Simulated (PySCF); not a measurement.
C3H8NO (doublet state).
Structure used (GFN2-xTB), in Å, numbered top down from 1:
```
atom  x, y, z in Å
C1     1.8571   -0.2480    0.4003
O2     0.7309   -0.7716   -0.2595
C3    -0.3092    0.1450   -0.5016
C4    -1.6328   -0.4839    0.0223
N5    -0.0362    1.4143   -0.0393
H6     2.3207    0.5471   -0.1908
H7     2.5442   -1.0822    0.5263
H8     1.5767    0.1743    1.3696
H9    -0.4276    0.1699   -1.6153
H10   -1.7278   -1.4895   -0.3742
H11   -1.5890   -0.5258    1.1072
H12   -2.4809    0.1204   -0.2876
H13   -0.8305    2.0305   -0.1752
```

The hyperfine couplings belong to this conformer and change with its torsions.

Identity: `CO[C@@H](C)[NH]` [radical].

Method used: PySCF, UKS B3LYP, pcH-1 on C H N O, non-relativistic, mean-field spin-orbit, GIAO. One conformer (not necessarily the lowest) at the GFN2-xTB geometry, without solvent, vibrations or thermal averaging. The geometry wasn't refined by DFT: couplings that depend on bond lengths, twists or pyramidal angles can differ widely from those at the functional's own minimum. No stability test was run, so a lower SCF solution isn't excluded.

Question: The isotropic 13C couplings are +87.4, -44.1, -2.2 MHz. Assign them to C1; C3; C4.

Answer: 
| site | a_iso (MHz) | ρ(0) (bohr⁻³) | position | distance from N5 (Å) | spin population | largest \|T\| (MHz) |
| --- | --- | --- | --- | --- | --- | --- |
| C1 | -2.2 | -0.0019 | 3 bonds from N5 | 2.56 | 0.00 | 1.8 |
| C3 | -44.1 | -0.0392 | 1 bond from N5 | 1.38 | -0.07 | 4.5 |
| C4 | +87.4 | +0.0778 | 2 bonds from N5 | 2.48 | +0.07 | 16.1 |

Question: Match the computed a_iso(1H) values +245.3, -54.3, +5.7, -2.9 MHz (means over equivalent nuclei) with the sites H6/H7/H8; H9; H10/H11/H12; H13.

Answer: 
```json
{"site": "H6/H7/H8", "a_iso (MHz)": "+5.7", "ρ(0) (bohr⁻³)": "+0.0013", "position": "4 bonds from N5", "distance from N5 (Å)": "2.88", "bound to": "C1", "spin population there": "0.00", "largest |T| (MHz)": "5.8"}
{"site": "H9", "a_iso (MHz)": "+245.3", "ρ(0) (bohr⁻³)": "+0.0549", "position": "2 bonds from N5", "distance from N5 (Å)": "2.05", "bound to": "C3", "spin population there": "-0.07", "largest |T| (MHz)": "9.9"}
{"site": "H10/H11/H12", "a_iso (MHz)": "-2.9", "ρ(0) (bohr⁻³)": "-0.0007", "position": "3 bonds from N5", "distance from N5 (Å)": "2.96", "bound to": "C4", "spin population there": "+0.07", "largest |T| (MHz)": "7.7"}
{"site": "H13", "a_iso (MHz)": "-54.3", "ρ(0) (bohr⁻³)": "-0.0122", "position": "1 bond from N5", "distance from N5 (Å)": "1.01", "bound to": "N5", "spin population there": "+0.90", "largest |T| (MHz)": "57.6"}
```

ρ(0) is the spin density at the nucleus and T the dipolar tensor; entries for several nuclei are means. The Mulliken spin populations are largest on N5 (+0.90), H9 (+0.11), C3 (-0.07) and C4 (+0.07). No atom but N5 exceeds +0.15. The positive populations add up to 1.11 and the negative ones to -0.11, together 2S = 1.

Class means assume fast exchange of nuclei equivalent by connectivity; if that motion is slow, each nucleus keeps its own coupling. The three 1H nuclei of mean +5.7 MHz run from -0.6 to 9.3 MHz in the frozen geometry. The three 1H nuclei of mean -2.9 MHz run from -6.0 to 3.0 MHz in the frozen geometry.
